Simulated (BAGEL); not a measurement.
# SiPH3Cl (SMILES [PH][SiH2]Cl): UHF/3-21G (density fitting with qzvpp-jkfit)

Aim: the vertical electron affinity of SiPH3Cl at UHF/3-21G (density fitting with qzvpp-jkfit), from 2 runs. 

The results are computed with BAGEL 1.2.2.

2 further runs of the same task are left out: 2 set aside as unsound or not needed.

### Step 1. The molecule

SiPH3Cl has 6 atoms, charge 0, and is taken as a doublet. SMILES: `[PH][SiH2]Cl`. The coordinates come from a GFN2-xTB relaxation. This is one conformer, not always the lowest.

Bond lengths: P1–Si2 2.228 Å, Si2–Cl3 2.029 Å, P1–H4 1.392 Å, Si2–H5 1.463 Å, Si2–H6 1.459 Å. Angles: P1–Si2–Cl3 110.6°, P1–Si2–H5 112.8°, P1–Si2–H6 108.5°, Cl3–Si2–H5 106.4°, Cl3–Si2–H6 107.9°, Si2–P1–H4 94.2°, H5–Si2–H6 110.6°.

### Step 2. A single-point energy at UHF/3-21G (density fitting with qzvpp-jkfit)

Contents of calc.json:

```json
{ "bagel": [

{
  "title": "molecule",
  "basis": "3-21g",
  "df_basis": "qzvpp-jkfit",
  "angstrom": true,
  "geometry": [
    { "atom": "P", "xyz": [   -1.339730,   -1.164950,   -0.165130 ] },
    { "atom": "Si", "xyz": [    0.470670,    0.053950,    0.283950 ] },
    { "atom": "Cl", "xyz": [   -0.004750,    2.023370,    0.399910 ] },
    { "atom": "H", "xyz": [   -1.621900,   -0.494180,   -1.352200 ] },
    { "atom": "H", "xyz": [    1.500480,   -0.061210,   -0.748210 ] },
    { "atom": "H", "xyz": [    0.995240,   -0.356970,    1.581680 ] }
  ]
},
{
  "title": "uhf",
  "nopen": 1
},
{
  "title": "print",
  "file": "orbitals.molden",
  "orbitals": true
}

]}
```

Run with:

```sh
$ BAGEL_NUM_THREADS=1 BAGEL calc.json > calc.out
```

Standard output:

```text
* using 1 threads per process

  ===============================================================
  ===============================================================

  *** Geometry ***

  { "atom" : "P", "xyz" : [     -2.531723,     -2.201436,     -0.312050 ] },
  { "atom" : "Si", "xyz" : [      0.889437,      0.101951,      0.536588 ] },
  { "atom" : "Cl", "xyz" : [     -0.008976,      3.823615,      0.755720 ] },
  { "atom" : "H", "xyz" : [     -3.064947,     -0.933865,     -2.555288 ] },
  { "atom" : "H", "xyz" : [      2.835496,     -0.115670,     -1.413912 ] },
  { "atom" : "H", "xyz" : [      1.880731,     -0.674576,      2.988942 ] },

  Number of auxiliary basis functions:      438

  Since a DF basis is specified, we compute 2- and 3-index integrals:
    o Being stored without compression. Storage requirement is 0.007 GB

  Number of basis functions:       45
  Number of electrons      :       49

    * METHOD: MOLECULE                             0.13

  *** Open-shell HF ***

  === Nuclear Repulsion ===
   183.6982006641

      * DIIS with orbital gradients will be used.

  === UHF iteration (3-21g) ===
      0      -1085.38727088          0.01879714           0.05
      1      -1085.43145085          0.00604756           0.05
      2      -1085.43565280          0.00187652           0.05
      3      -1085.43623319          0.00048831           0.05
      4      -1085.43636035          0.00010766           0.05
      5      -1085.43638520          0.00005998           0.05
      6      -1085.43639725          0.00003609           0.05
      7      -1085.43640132          0.00002402           0.05
      8      -1085.43640236          0.00000550           0.05
      9      -1085.43640251          0.00000198           0.05
     10      -1085.43640265          0.00000097           0.05
     11      -1085.43640273          0.00000041           0.05
     12      -1085.43640276          0.00000017           0.06
     13      -1085.43640277          0.00000008           0.05
     14      -1085.43640277          0.00000004           0.05
     15      -1085.43640277          0.00000002           0.05
     16      -1085.43640277          0.00000001           0.05
    * SCF iteration converged.

    * S^2 (UHF) is 0.7569

    * Permanent dipole moment:
           (   -0.414731,     0.654702,     0.301619) a.u.

    * METHOD: UHF                                  1.00

    * METHOD: PRINT                                0.01

  ===============================================================
```

Wall time 1.3 s (1 thread of Arm Neoverse V1, shared host).

### Step 3. The singlet anion, same level

Contents of job.json:

```json
{ "bagel": [

{
  "title": "molecule",
  "basis": "3-21g",
  "df_basis": "qzvpp-jkfit",
  "angstrom": true,
  "geometry": [
    { "atom": "P", "xyz": [      -1.339730,      -1.164950,      -0.165130 ] },
    { "atom": "Si", "xyz": [       0.470670,       0.053950,       0.283950 ] },
    { "atom": "Cl", "xyz": [      -0.004750,       2.023370,       0.399910 ] },
    { "atom": "H", "xyz": [      -1.621900,      -0.494180,      -1.352200 ] },
    { "atom": "H", "xyz": [       1.500480,      -0.061210,      -0.748210 ] },
    { "atom": "H", "xyz": [       0.995240,      -0.356970,       1.581680 ] }
  ]
},

{
  "title": "hf",
  "charge": -1
},

{
  "title": "print",
  "file": "orbitals.molden",
  "orbitals": true
}

]}
```

Run with:

```sh
$ BAGEL_NUM_THREADS=1 BAGEL job.json > job.out
```

Standard output:

```text
* using 1 threads per process

  ===============================================================
  ===============================================================

  *** Geometry ***

  { "atom" : "P", "xyz" : [     -2.531723,     -2.201436,     -0.312050 ] },
  { "atom" : "Si", "xyz" : [      0.889437,      0.101951,      0.536588 ] },
  { "atom" : "Cl", "xyz" : [     -0.008976,      3.823615,      0.755720 ] },
  { "atom" : "H", "xyz" : [     -3.064947,     -0.933865,     -2.555288 ] },
  { "atom" : "H", "xyz" : [      2.835496,     -0.115670,     -1.413912 ] },
  { "atom" : "H", "xyz" : [      1.880731,     -0.674576,      2.988942 ] },

  Number of auxiliary basis functions:      438

  Since a DF basis is specified, we compute 2- and 3-index integrals:
    o Being stored without compression. Storage requirement is 0.007 GB

  Number of basis functions:       45
  Number of electrons      :       49

    * METHOD: MOLECULE                             0.13

  *** RHF ***

  === Nuclear Repulsion ===
   183.6982006641

      * DIIS with orbital gradients will be used.

  === RHF iteration (3-21g) ===
      0      -1085.40451922          0.01212192           0.03
      1      -1085.46471255          0.00437531           0.03
      2      -1085.47313978          0.00073079           0.03
      3      -1085.47351027          0.00014777           0.03
      4      -1085.47353188          0.00005887           0.03
      5      -1085.47353531          0.00001538           0.03
      6      -1085.47353563          0.00000417           0.03
      7      -1085.47353566          0.00000160           0.03
      8      -1085.47353567          0.00000040           0.03
      9      -1085.47353567          0.00000010           0.03
     10      -1085.47353567          0.00000004           0.03
     11      -1085.47353567          0.00000002           0.03
     12      -1085.47353567          0.00000000           0.03
    * SCF iteration converged.

    * Permanent dipole moment:
           (   -1.413724,    -1.139411,    -0.158807) a.u.

    * METHOD: HF                                   0.47

    * METHOD: PRINT                                0.01

  ===============================================================
```

Run time: 0.72 s. Hardware: 1 thread of Arm Neoverse V1, shared host.

### Step 4. Outcome

At UHF/3-21G (density fitting with qzvpp-jkfit):

| quantity | value |
| --- | --- |
| doublet SiPH3Cl: total energy | -1085.43640 Eh |
| doublet SiPH3Cl: dipole moment | 2.11 D |
| doublet SiPH3Cl: ⟨S²⟩ | 0.757 |
| singlet anion: total energy | -1085.47354 Eh |
| singlet anion: HOMO energy | -2.02 eV |
| singlet anion: LUMO energy | 8.54 eV |
| singlet anion: HOMO–LUMO gap (to an unbound level, set by the basis) | 10.57 eV |
| vertical electron affinity (to the singlet anion) | 1.010 eV |

At fixed nuclei the extra electron is bound by 1.01 eV (23 kcal/mol). The basis has no diffuse functions, so the error can be as large as this value.
